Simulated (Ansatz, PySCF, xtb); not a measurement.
Potential energy curve for H2, singlet.

RKS-B3LYP/6-31G* = restricted B3LYP/6-31G*, spherical d run with PySCF; GFN1-xTB (xtb); RKS-PBE = restricted PBE/cc-pVTZ (Ansatz, an electronic-structure program).

Total energies in hartree (comparable only within one method and basis):

```
R / Å  RKS-B3LYP/6-31G*  GFN1-xTB   RKS-PBE
-----  ----------------  --------  --------
0.60           -1.15627  -1.00236  -1.14568
0.63           -1.16435  -1.01544  -1.15396
0.68           -1.17242  -1.02919  -1.16243
0.70           -1.17412  -1.03248  -1.16432
0.74           -1.17548  -1.03612  -1.16607
0.75           -1.17545  -1.03649  -1.16615
0.78           -1.17462  -1.03654  -1.16564
0.80           -1.17352  -1.03577  -1.16476
0.81           -1.17283  -1.03518  -1.16418
0.86           -1.16819  -1.03073  -1.16008
0.92           -1.16059  -1.02343  -1.15312
1.01           -1.14664  -1.01089  -1.14005
1.14           -1.12394  -0.99117  -1.11846
1.24           -1.10600  -0.97556  -1.10130
1.33           -1.09015  -0.96162  -1.08613
1.51           -1.06031  -0.93495  -1.05771
1.67           -1.03646  -0.91326  -1.03528
1.84           -1.01411  -0.89276  -1.01458
2.02           -0.99370  -0.87402  -0.99603
2.25           -0.97210  -0.85443  -0.97684
2.64           -0.94502  -0.83101  -0.95366
2.98           -0.92888  -0.81854  -0.94054
```

The restricted form behind RKS-B3LYP/6-31G*, RKS-PBE keeps the bonding electrons paired and can't separate into open-shell fragments.
